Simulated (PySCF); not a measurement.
PySCF input (PBE/pcseg-1):

```python
import numpy as np, basis_set_exchange as bse
from pyscf import gto, scf, dft, df
from pyscf.prop.nmr import rks as nmr

basis = {'C': gto.basis.parse(bse.get_basis('pcseg-1', elements=['C'], fmt='nwchem')), 'Cl': gto.basis.parse(bse.get_basis('pcseg-1', elements=['Cl'], fmt='nwchem')), 'H': gto.basis.parse(bse.get_basis('pcseg-1', elements=['H'], fmt='nwchem'))}
mol = gto.M(
    atom='''
    C     0.00394345    0.00524516    0.76725426
    Cl   -0.01752138    1.48253369   -0.22626440
    Cl    0.01529894   -1.48548974   -0.20614288
    H    -0.89039947   -0.00050138    1.37837936
    H     0.90452024    0.01928333    1.36901878
    ''',
    basis=basis,
    charge=0,
    verbose=4,
    max_memory=8640,
)
mf = dft.RKS(mol, xc='pbe')
mf.grids.level = 3
mf.conv_tol = 1e-9
mf.max_cycle = 100
print('smallest overlap eigenvalue', np.linalg.eigvalsh(mol.intor('int1e_ovlp'))[0])
mf.kernel()
dip = mf.dip_moment()
n = nmr.NMR(mf)
n.verbose = 2
n.max_cycle_cphf = 60
sigma = n.kernel()
for i, x in enumerate(sigma):
    print(mol.atom_symbol(i), i + 1, round(x.trace() / 3, 3))
```

Output:

```
PySCF version 2.14.0

[INPUT] verbose = 4
[INPUT] num. atoms = 5
[INPUT] num. electrons = 42
[INPUT] charge = 0
[INPUT] spin (= nelec alpha-beta = 2S) = 0
[INPUT] symmetry False subgroup None
[INPUT] Mole.unit = angstrom
[INPUT] Symbol           X                Y                Z      unit          X                Y                Z       unit  Magmom
[INPUT]  1 C      0.003943450000   0.005245160000   0.767254260000 AA    0.007452040486   0.009911915880   1.449900419306 Bohr   0.0
[INPUT]  2 Cl    -0.017521380000   1.482533690000  -0.226264400000 AA   -0.033110609524   2.801582644541  -0.427577747739 Bohr   0.0
[INPUT]  3 Cl     0.015298940000  -1.485489740000  -0.206142880000 AA    0.028910806596  -2.807168769451  -0.389553585729 Bohr   0.0
[INPUT]  4 H     -0.890399470000  -0.000501380000   1.378379360000 AA   -1.682611139758  -0.000947470884   2.604759486153 Bohr   0.0
[INPUT]  5 H      0.904520240000   0.019283330000   1.369018780000 AA    1.709295527726   0.036440212470   2.587070553586 Bohr   0.0

nuclear repulsion = 133.605511501017
number of shells = 28
number of NR pGTOs = 127
number of NR cGTOs = 60
basis = {'C': [[0, [1243.2, 0.00603366], [187.145, 0.0449576], [42.5126, 0.197901], [11.7393, 0.5], [3.50548, 0.480364]], [0, [5.39089, -0.070398], [0.493341, 0.5]], [0, [0.149741, 1.0]], [1, [9.18056, 0.0431701], [1.93658, 0.224999], [0.526296, 0.5]], [1, [0.136319, 1.0]], [2, [0.8, 1.0]]], 'Cl': [[0, [56129.5, 0.00073904], [8420.32, 0.0057082], [1916.46, 0.0292141], [542.099, 0.112411], [175.74, 0.313999], [62.7191, 0.5], [23.4123, 0.302077]], [0, [52.2067, -0.0897496], [5.66022, 0.573007], [2.2423, 0.5]], [0, [0.456488, 1.0]], [0, [0.159693, 1.0]], [1, [533.333, 0.00379695], [125.415, 0.0300914], [39.9394, 0.129733], [14.6334, 0.341517], [5.64837, 0.5], [2.1536, 0.289333]], [1, [1.0881, 0.252417], [0.387168, 0.5]], [1, [0.123929, 1.0]], [2, [0.6, 1.0]]], 'H': [[0, [12.2518, 0.0233371], [1.86871, 0.15915], [0.418208, 0.5]], [0, [0.1061, 1.0]], [1, [1.0, 1.0]]]}
ecp = {}
smallest overlap eigenvalue 0.015048516045283167

******** <class 'pyscf.dft.rks.RKS'> ********
method = RKS
initial guess = minao
damping factor = 0
level_shift factor = 0
DIIS = <class 'pyscf.scf.diis.CDIIS'>
diis_start_cycle = 1
diis_space = 8
diis_damp = 0
SCF conv_tol = 1e-09
SCF conv_tol_grad = None
SCF max_cycles = 100
direct_scf = True
direct_scf_tol = 1e-13
XC library pyscf.dft.libxc version 7.1.2
    S. Lehtola, C. Steigemann, M. J. T. Oliveira, and M. A. L. Marques,  SoftwareX 7, 1–5 (2018)
XC functionals = pbe
    J. P. Perdew, K. Burke, and M. Ernzerhof,  Phys. Rev. Lett. 77, 3865 (1996)
    J. P. Perdew, K. Burke, and M. Ernzerhof,  Phys. Rev. Lett. 78, 1396 (1997)
    J. P. Perdew, K. Burke, and M. Ernzerhof,  Phys. Rev. Lett. 77, 3865 (1996)
    J. P. Perdew, K. Burke, and M. Ernzerhof,  Phys. Rev. Lett. 78, 1396 (1997)
radial grids:
    Treutler-Ahlrichs [JCP 102, 346 (1995); DOI:10.1063/1.469408] (M4) radial grids

becke partition: Becke, JCP 88, 2547 (1988); DOI:10.1063/1.454033
pruning grids: <function nwchem_prune>
grids dens level: 3
symmetrized grids: False
atomic radii adjust function: <function treutler_atomic_radii_adjust>
small_rho_cutoff = 0
Set gradient conv threshold to 3.16228e-05
Initial guess from minao.
tot grids = 71496
init E= -959.378969134491
  HOMO = -0.308851736622143  LUMO = -0.0612124395113005  gap/eV = 6.73861
cycle= 1 E= -959.22006210549  delta_E= 0.159  |g|= 0.217  |ddm|= 2.31
  HOMO = -0.252495427267899  LUMO = -0.0495300309036013  gap/eV = 5.52297
cycle= 2 E= -959.198455493438  delta_E= 0.0216  |g|= 0.364  |ddm|= 0.728
  HOMO = -0.265329759566242  LUMO = -0.0434273441774393  gap/eV = 6.03827
cycle= 3 E= -959.233310686549  delta_E= -0.0349  |g|= 0.0631  |ddm|= 0.441
  HOMO = -0.273623501833545  LUMO = -0.0525595089779483  gap/eV = 6.01546
cycle= 4 E= -959.234365714984  delta_E= -0.00106  |g|= 0.0121  |ddm|= 0.0796
  HOMO = -0.272158423435797  LUMO = -0.0505137943009784  gap/eV = 6.03126
cycle= 5 E= -959.234404980971  delta_E= -3.93e-05  |g|= 0.00249  |ddm|= 0.0187
  HOMO = -0.272353647596359  LUMO = -0.0506832599478018  gap/eV = 6.03196
cycle= 6 E= -959.23440666568  delta_E= -1.68e-06  |g|= 0.000385  |ddm|= 0.00313
  HOMO = -0.272349779433538  LUMO = -0.0506910420877063  gap/eV = 6.03164
cycle= 7 E= -959.234406711085  delta_E= -4.54e-08  |g|= 4.02e-05  |ddm|= 0.000624
  HOMO = -0.27234983724426  LUMO = -0.0506920967756135  gap/eV = 6.03161
cycle= 8 E= -959.234406711528  delta_E= -4.44e-10  |g|= 1.32e-05  |ddm|= 6.92e-05
  HOMO = -0.272350230666289  LUMO = -0.0506920618348308  gap/eV = 6.03163
Extra cycle  E= -959.234406711538  delta_E= -1e-11  |g|= 1.2e-05  |ddm|= 3.37e-05
converged SCF energy = -959.234406711538
Dipole moment(X, Y, Z, Debye):  0.00897,  0.01194,  1.74628
C 1 116.442
Cl 2 702.263
Cl 3 702.264
H 4 26.201
H 5 26.201
```
